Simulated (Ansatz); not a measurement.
# O3: the cost of one run

Method: CCSD(T) on Hartree-Fock, Gaussian basis cc-pVDZ, in Ansatz 0.2.0.

### 1 The system as given

Bond lengths: O1–O2 1.266 Å, O1–O3 1.266 Å. Angles: O2–O1–O3 117.1°.

As a file:

```xyz
3

O     0.0000    0.0000    0.0000
O     1.0800    0.0000    0.6600
O    -1.0800    0.0000    0.6600
```

### 2 Relaxing the atoms: O3

File input.yaml:

```yaml
relax:
  f_tol: 0.001
  max_steps: 200
crystal:
  periodic: [false, false, false]
  atoms:
    - { symbol: O, position_ang: [0.0, 0.0, 0.0] }
    - { symbol: O, position_ang: [1.08, 0.0, 0.66] }
    - { symbol: O, position_ang: [-1.08, 0.0, 0.66] }
basis:
  gaussian: { orbitals: cc-pVDZ }
hamiltonian:
  xc: hf
correlation:
  method: ccsd_t
```

On the command line:

```
$ ansatz run input.yaml --threads 4 --pin off --max-ram 10240MiB --backend cpu --events-out ev --progress --plain --runs-dir out
```

Q: Estimate wall time and peak memory on 4 threads of Intel Xeon Platinum 8375C at 2.90GHz (Ice Lake), shared host.

About 4.1 s, with a peak of 0.15 GiB.
